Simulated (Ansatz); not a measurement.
Results of PBEsol+SOC in Ansatz (plane waves, PAW) for tetradymite Bi2Se3.

Settings: plane-wave cutoff 520 eV, 10×10×10 k mesh, Fermi–Dirac smearing 0.01 eV, PAW data made under PBE.

Cell (measured lattice):

```cif
data_Bi2Se3
_chemical_formula_sum 'Bi2 Se3'
_space_group_name_H-M_alt 'P 1'
_space_group_IT_number 1
_cell_length_a 9.84047
_cell_length_b 9.84047
_cell_length_c 9.84047
_cell_angle_alpha 24.304
_cell_angle_beta 24.304
_cell_angle_gamma 24.304
loop_
_space_group_symop_operation_xyz
  'x, y, z'
loop_
_atom_site_label
_atom_site_type_symbol
_atom_site_fract_x
_atom_site_fract_y
_atom_site_fract_z
_atom_site_occupancy
Bi1 Bi 0.40080 0.40080 0.40080 1
Bi2 Bi 0.59920 0.59920 0.59920 1
Se1 Se 0.00000 0.00000 0.00000 1
Se2 Se 0.21170 0.21170 0.21170 1
Se3 Se 0.78830 0.78830 0.78830 1
```

What does this level give for the band gap, smallest direct gap on the k points sampled and direct gap at Γ?


- band gap = 0.24 eV (indirect)
- smallest direct gap on the k points sampled = 0.35 eV
- direct gap at Γ = 0.42 eV

Measured, for comparison: band gap 0.3 eV (temperature not stated, not corrected to a static lattice; as tabulated in Park and Ryu (2016), arXiv:1610.06451).

Note: cell and atoms aren't relaxed at this level (largest force component 0.22 eV/Å).

Computed values are for the static lattice.

Ansatz is a program for electronic structure.
